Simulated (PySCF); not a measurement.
C₃H₅P.
Cartesian coordinates in Å at the GFN2-xTB level; atoms count from 1:
```xyz
9
C3H5P angstrom
C      2.3470   -0.1435    0.1305
C      1.2661    0.2311   -0.2391
P     -0.2671    0.7451   -0.9499
C     -1.3799   -0.3825    0.0212
H      3.2786   -0.4623    0.4981
H     -0.4104    1.8494   -0.0888
H     -2.4117   -0.0641   -0.1191
H     -1.2760   -1.3978   -0.3594
H     -1.1329   -0.3694    1.0812
```

Theory: TDDFT CAM-B3LYP/def2-SVPD, vertical, gas phase, core orbitals frozen in the response in PySCF.

Ground-to-excited transition dipoles (e·a0, same axes as the geometry; the sign carries no meaning), for the states with f of 0.002 or more among the lowest 7:

```csv
state,E (hartree),μx,μy,μz
S1,0.2025,-0.220,-0.262,-0.014
S2,0.2269,0.429,-0.168,0.116
S3,0.2428,-0.235,-0.216,-0.049
S4,0.2461,-0.006,0.155,0.131
S5,0.2580,-0.801,0.033,0.030
S6,0.2689,-0.460,0.485,-0.132
S7,0.2842,-0.663,-0.272,0.082
```

Q: Work out the oscillator strengths.

A: f = (2/3) ΔE |μ|² with ΔE in hartree (27.2114 eV).

| state | \|μ\|² (au) | \|μ\| (D) | f |
| --- | --- | --- | --- |
| S1 | 0.118 | 0.87 | 0.016 |
| S2 | 0.226 | 1.21 | 0.034 |
| S3 | 0.104 | 0.82 | 0.017 |
| S4 | 0.041 | 0.51 | 0.007 |
| S5 | 0.644 | 2.04 | 0.111 |
| S6 | 0.464 | 1.73 | 0.083 |
| S7 | 0.520 | 1.83 | 0.099 |

Q: What angle do the transition dipoles of S1 and S3 make?

A: |cos θ| = |μa·μb| / (|μa| |μb|) = 0.99, so θ ≈ 10° (taken between 0 and 90°, since the signs are arbitrary).

Q: How is the summed strength of these states shared among x, y and z?

A: (2/3) Σ ΔE μα² gives 0.275 for x, 0.081 for y and 0.010 for z, 0.366 in all.

Q: What peak molar absorption coefficient would the strongest computed level give as a lone Gaussian band 0.4 eV wide at half height?

A: ε(max) = 2.175×10⁸ f / FWHM, with the width in cm⁻¹. S5: 2.175×10⁸ × 0.1107 / 3226 ≈ 7500 L mol⁻¹ cm⁻¹.

The run took 7.7 s wall on one thread, Arm Neoverse V1 (aarch64), shared host with 64 logical CPUs at a one-minute load of 14, and the process peaked at 0.52 GiB of memory.
